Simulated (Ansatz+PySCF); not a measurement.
A calculation with PySCF 2.14.0.

```python
from pyscf import gto, scf, cc

mol = gto.M(atom="""
O 0.000000 0.000000 0.000000
Na 1.198790 1.598390 3.460610
""", basis='sto-3g', charge=0, spin=3)
mf = scf.UHF(mol)
mf.kernel()
mycc = cc.CCSD(mf, frozen=2).run()
et = mycc.ccsd_t()
print(mf.e_tot, mycc.e_corr, et, mycc.e_tot + et)
```

The script is written out from the run's settings.

Output:

```json
{
  "Converged": "yes",
  "Reference energy": "-233.47260 hartree",
  "CCSD correlation energy": "-0.04133 hartree",
  "Triples correction": "-0.00179 hartree",
  "Total energy": "-233.51572 hartree",
  "Spin squared of the determinant": "3.750"
}
```
